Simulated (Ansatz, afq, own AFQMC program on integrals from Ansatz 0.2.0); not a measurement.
**CH₃, doublet → CH3, quartet**

| atom | x (Å) | y (Å) | z (Å) |
| --- | --- | --- | --- |
| C | 0.0000 | 0.0000 | 0.0000 |
| H | 1.0799 | 0.0140 | -0.0003 |
| H | -0.5521 | 0.9282 | -0.0027 |
| H | -0.5278 | -0.9423 | 0.0031 |

E(quartet, charge +0) − E(doublet, charge +0) at this geometry, on UHF and UHF determinants.

Basis aug-cc-pVTZ. Noble-gas cores (and the filled d shells of Ga–Kr and In–Xe) are frozen. Ansatz 0.2.0 and our own AFQMC program on the same integrals; the CISD trial comes from CCSD amplitudes, and released means the phaseless constraint is let go. Error bars are statistical, one sigma. The errors of all members are added in quadrature.

No full CI on the walks' own integrals is used here; CCSDT(Q) serves as the reference and is uncertain by about the last step of the cluster series. Each member takes its own surest rung, up to full CI.

Errors are counted within aug-cc-pVTZ, not against nature.

Cautions: CH₃ (doublet): the ph-AFQMC/CISD walk drifts between its halves (2.2 errors); CH₃ (quartet): another spin lies lower, raised T1 diagnostic (T1 0.047, weight of the determinant 0.90, largest double 0.05), the released energies are still falling, so no released level is given (meV from the phaseless value at times in 1/Eh: -7 ± 5 at 0.24, -11 ± 3 at 0.51, -19 ± 4 at 0.99, -24 ± 5 at 1.62, -25 ± 9 at 2.40), its ph-AFQMC/CISD value lies 37 ± 4 meV above CCSDT(Q).

Reference (CCSDT(Q)): 1026.4 kJ/mol.

```csv
level,vertical spin gap (kJ/mol),error against CCSDT(Q) (kJ/mol)
HF,970.1,-56.2
MP2,1039.5,13.2
CCSD,1031.7,5.3
CCSD(T),1029.7,3.3
CCSDT,1026.8,0.4
ph-AFQMC/CISD,1029.5 ± 0.5,3.1 ± 0.5
```

Correlation beyond CCSD(T) takes off 3.3 kJ/mol. The perturbative (T) step is worth −2.0 kJ/mol.

A walk keeps the symmetry of its determinant, which the program's search chose and which needn't be the lowest solution, so a lower state of the same spin and another symmetry isn't excluded.
